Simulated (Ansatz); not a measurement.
A run of Ansatz (development build ahead of 0.2.0) on singlet C4H6 at this shape:

```json
{"atom": "C", "x (Å)": "0.0000", "y (Å)": "0.0000", "z (Å)": "-1.8962"}
{"atom": "C", "x (Å)": "0.0000", "y (Å)": "0.0000", "z (Å)": "-0.5576"}
{"atom": "C", "x (Å)": "0.0000", "y (Å)": "0.0000", "z (Å)": "0.5576"}
{"atom": "C", "x (Å)": "0.0000", "y (Å)": "0.0000", "z (Å)": "1.8962"}
{"atom": "H", "x (Å)": "0.0000", "y (Å)": "-0.9443", "z (Å)": "-2.2643"}
{"atom": "H", "x (Å)": "-0.8178", "y (Å)": "0.4722", "z (Å)": "-2.2643"}
{"atom": "H", "x (Å)": "0.8178", "y (Å)": "0.4722", "z (Å)": "-2.2643"}
{"atom": "H", "x (Å)": "0.0000", "y (Å)": "-0.9443", "z (Å)": "2.2643"}
{"atom": "H", "x (Å)": "0.8178", "y (Å)": "0.4722", "z (Å)": "2.2643"}
{"atom": "H", "x (Å)": "-0.8178", "y (Å)": "0.4722", "z (Å)": "2.2643"}
```

Its results:

```yaml
Converged: yes
Reference_energy: -154.84655 hartree
Correlation_energy: -0.51730 hartree
Total_energy: -155.36384 hartree
Spin_squared_of_the_determinant: 0.000
```

(1) Which input gives this output? Name the method, the orbitals and the basis set, and write the input.

Answers

(1) RHF-MP2 in cc-pVDZ. An unrestricted run that stays on the closed shell gives the same numbers.

```yaml
crystal:
  periodic: [false, false, false]
  atoms:
    - { symbol: C, position_ang: [0.0, 0.0, -1.89624] }
    - { symbol: C, position_ang: [0.0, 0.0, -0.55765] }
    - { symbol: C, position_ang: [0.0, 0.0, 0.55765] }
    - { symbol: C, position_ang: [0.0, 0.0, 1.89624] }
    - { symbol: H, position_ang: [0.0, -0.9443, -2.26432] }
    - { symbol: H, position_ang: [-0.81779, 0.47215, -2.26432] }
    - { symbol: H, position_ang: [0.81779, 0.47215, -2.26432] }
    - { symbol: H, position_ang: [0.0, -0.9443, 2.26432] }
    - { symbol: H, position_ang: [0.81779, 0.47215, 2.26432] }
    - { symbol: H, position_ang: [-0.81779, 0.47215, 2.26432] }
basis:
  gaussian: { orbitals: cc-pVDZ }
hamiltonian:
  xc: hf
correlation:
  method: mp2
  frozen_orbitals: { C: 1, H: 0 }
```

Caution: no unrestricted run beside it, a lower state can exist.
